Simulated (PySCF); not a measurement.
# S2F2 (Thio-thionyl fluoride) at MP2/STO-6G

What is the vertical ionisation energy of S2F2 (Thio-thionyl fluoride) at MP2/STO-6G? Input form: a Python script.

Program for the calculation: PySCF 2.14.0.

8 further runs of the same task are left out: 8 set aside as unsound or not needed.

### 1 The system as given

The species is S2F2 (4 atoms), meant as a singlet with charge 0. SMILES: `FS(F)=S`. The coordinates come from a PBE0-D4/def2-TZVP relaxation.

Bond lengths: F1–S2 1.606 Å, S2–F3 1.606 Å, S2–S4 1.859 Å. Angles: F1–S2–F3 92.0°, F1–S2–S4 107.9°, F3–S2–S4 107.9°.

### 2 The energy at MP2/STO-6G

The input, input.py:

```python
from pyscf import gto, scf, mp

mol = gto.Mole()
mol.atom = 'F 0.734930 0.336790 1.199050; S -0.480890 -0.090070 0.240730; F 0.313460 -1.382440 -0.286190; S -0.567510 1.135710 -1.153590'
mol.charge = 0
mol.basis = 'sto-6g'
mol.verbose = 3
mol.max_memory = 1860
mol.build()

calc0 = scf.RHF(mol)
calc0.conv_tol = 1e-10
calc0.kernel()
if not calc0.converged:
    calc0 = calc0.newton().run(calc0.mo_coeff, calc0.mo_occ)

pt = mp.MP2(calc0, frozen=12).run()
e_final = pt.e_tot
print('Final energy', e_final)
```

Command:

```sh
OMP_NUM_THREADS=1 python input.py
```

Output:

```text
converged SCF energy = -990.069303806444
E(RMP2) = -990.158721138816  E_corr = -0.0894173323718929
E(SCS-RMP2) = -990.165571999478  E_corr = -0.0962681930340514
Final energy -990.1587211388156
```

Wall time 1.4 s (1 thread of Arm Neoverse V1, shared host); peak memory 0.12 GiB.

### 3 The doublet cation

The input, calc.py:

```python
from pyscf import gto, scf, mp

mol = gto.M(
    atom=[
    ('F', (0.734930, 0.336790, 1.199050)),
    ('S', (-0.480890, -0.090070, 0.240730)),
    ('F', (0.313460, -1.382440, -0.286190)),
    ('S', (-0.567510, 1.135710, -1.153590)),
],
    max_memory=1860,
    basis='sto-6g',
    verbose=3,
    spin=1,
    charge=1,
)

myscf = scf.UHF(mol)
myscf.conv_tol = 1e-10
myscf.kernel()
if not myscf.converged:
    myscf = myscf.newton().run(myscf.mo_coeff, myscf.mo_occ)

pt = mp.MP2(myscf, frozen=12).run()
energy = pt.e_tot
print('E(%s) = %.9f' % ('MP2', energy))
```

Command:

```sh
OMP_NUM_THREADS=1 python calc.py
```

Output:

```text
converged SCF energy = -989.892649303454  <S^2> = 0.75964652  2S+1 = 2.0096234
E(UMP2) = -989.978396619473  E_corr = -0.0857473160191904
E(SCS-UMP2) = -989.98656546164  E_corr = -0.0939161581857007
E(MP2) = -989.978396619
```

Run time: 1.5 s. Hardware: 1 thread of Arm Neoverse V1, shared host; peak memory 0.12 GiB.

### 4 Results

Level: MP2/STO-6G, 12 core orbitals frozen.

| quantity | value |
| --- | --- |
| singlet S2F2: total energy | -990.15872 Eh |
| singlet S2F2: dipole moment (Hartree–Fock density) | 2.42 D |
| singlet S2F2: HOMO energy (Hartree–Fock orbitals) | -5.79 eV |
| singlet S2F2: LUMO energy (Hartree–Fock orbitals) | 7.38 eV |
| singlet S2F2: HOMO–LUMO gap (Hartree–Fock orbitals) | 13.17 eV |
| singlet S2F2: correlation energy (12 core orbitals frozen) | -89.4 mEh |
| doublet cation: total energy | -989.97840 Eh |
| doublet cation: HOMO energy (Hartree–Fock orbitals) (highest over α and β) | -16.04 eV |
| doublet cation: LUMO energy (Hartree–Fock orbitals) (lowest over α and β) | -3.91 eV |
| doublet cation: correlation energy (12 core orbitals frozen) | -85.7 mEh |
| doublet cation: ⟨S²⟩ of the reference determinant | 0.760 |
| vertical ionisation energy (to the doublet cation) | 4.907 eV |

In words: Removing an electron at fixed nuclei costs 4.91 eV (113 kcal/mol). In a minimal basis such a difference can be off by several eV, whatever the method. Mulliken charges (singlet S2F2) of the mean-field density run from -0.28 on S4 to +0.69 on S2.
